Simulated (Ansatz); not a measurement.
# Al₂O (quintet): wave-function methods side by side, cc-pVDZ

The task here is to estimate one member of a computed series from the others.

Program: Ansatz 0.2.0, Gaussian basis. Level of theory: cc-pVDZ, core rule «outside noble gas», up to 11 orbitals frozen. These are calculated values, not measurements.

Plan: UHF; CCSD(T) on ROHF; CCSD(T) on UHF; BCCD(T) on ROHF; CISD; CCSDT(Q) on ROHF; CCSDT(Q) on UHF.

40 further runs of the same task are left out: 12 for a known fault of the program, 14 that didn't finish, 14 set aside as unsound or not needed.

### The system

The geometry is a PBE0/def2-TZVP stationary point (not a proven minimum) of the parent state, kept for this charge and spin.

3 atoms, charge 0, spin multiplicity 5.

Atoms are counted from 1 here; the program's logs count them from 0.

Bond lengths: Al1–O2 1.699 Å, O2–Al3 1.699 Å. Angles: Al1–O2–Al3 180.0°.

The first run:

in.yaml reads:

```yaml
crystal:
  periodic: [false, false, false]
  atoms:
    - {symbol: Al, position_ang: [0.000000, 0.000000, 1.699100]}
    - {symbol: O, position_ang: [0.000000, 0.000000, 0.000000]}
    - {symbol: Al, position_ang: [0.000000, 0.000000, -1.699100]}
basis:
  gaussian: {orbitals: cc-pVDZ}
magnetization: {spin_polarized: true, initial_magnetization: 4}
hamiltonian: {xc: hf}
output: {orbitals: {seedname: orbitals}}
```

Started as:

```console
$ ansatz run in.yaml --threads 1 --pin off --events-out ev --progress --plain --max-ram 2393MiB
```

Among the steps run: UHF; CCSD(T) on ROHF; CCSD(T) on UHF; BCCD(T) on ROHF; CISD; CCSDT(Q) on ROHF; CCSDT(Q) on UHF.

One table of the session follows, with a row left open; its other results are not shown here.

| method | from RCCSDT(Q) (kcal/mol) |
| --- | --- |
| ROHF | +156.53 |
| RMP2 | +12.75 |
| UMP2 | ? |
| CISD | +16.95 |
| RCCSD | +7.53 |
| UCCSD | +10.31 |
| RCCSD(T) | +2.78 |
| UCCSD(T) | +1.87 |
| BCCD(T) | +2.59 |
| RCCSDT | +1.15 |
| UCCSDT | +1.11 |
| RCCSDT(Q) | 0 |
| UCCSDT(Q) | -0.33 |

**Question.** Estimate the row for UMP2.

**Answer.** from RCCSDT(Q) (kcal/mol): +17.87. In the column «from RCCSDT(Q) (kcal/mol)» it lies between CISD (+16.95) and ROHF (+156.53).

Left out of the table: UHF (another determinant or state than the rows shown).

Limits of these values: The report flags that the cluster equations may have other roots. The program flags UCCSD(T), RCCSDT(Q), UCCSDT(Q) as in doubt, so the zero of the table is itself unsure. Warnings: coupled cluster took another determinant than the lowest. Restricted and unrestricted rows rest on different reference determinants; where their highest levels disagree by more than a few hundredths of an eV, they describe different states and don't form one ladder.
